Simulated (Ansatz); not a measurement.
Input for Ansatz (development build ahead of 0.2.0):

```yaml
crystal:
  periodic: [false, false, false]
  atoms:
    - { symbol: C, position_ang: [0.02087, 0.00616, -0.71372] }
    - { symbol: C, position_ang: [-0.02473, 0.02892, 0.63997] }
    - { symbol: C, position_ang: [-0.00292, 1.18005, -1.50647] }
    - { symbol: C, position_ang: [0.03604, -1.23609, 1.49416] }
    - { symbol: H, position_ang: [-0.02094, -0.97319, -1.15013] }
    - { symbol: H, position_ang: [0.00534, 0.95372, 1.14475] }
    - { symbol: H, position_ang: [0.01823, 2.18513, -0.94979] }
    - { symbol: H, position_ang: [0.92897, 1.24834, -2.20771] }
    - { symbol: H, position_ang: [-0.91262, 1.28066, -2.21603] }
    - { symbol: H, position_ang: [0.00241, -2.16235, 0.87722] }
    - { symbol: H, position_ang: [0.86237, -1.20603, 2.18889] }
    - { symbol: H, position_ang: [-0.90137, -1.20589, 2.1972] }
basis:
  gaussian: { orbitals: "6-31G" }
hamiltonian:
  xc: hf
correlation:
  method: mp2
  frozen_orbitals: { C: 1, H: 0 }
```

The input is written out in the form of the current development build from the run's settings.

The run gave:

```json
{
  "Converged": "yes",
  "Reference energy": "-156.02636 hartree",
  "Correlation energy": "-0.36631 hartree",
  "Total energy": "-156.39267 hartree",
  "Spin squared of the determinant": "0.000"
}
```
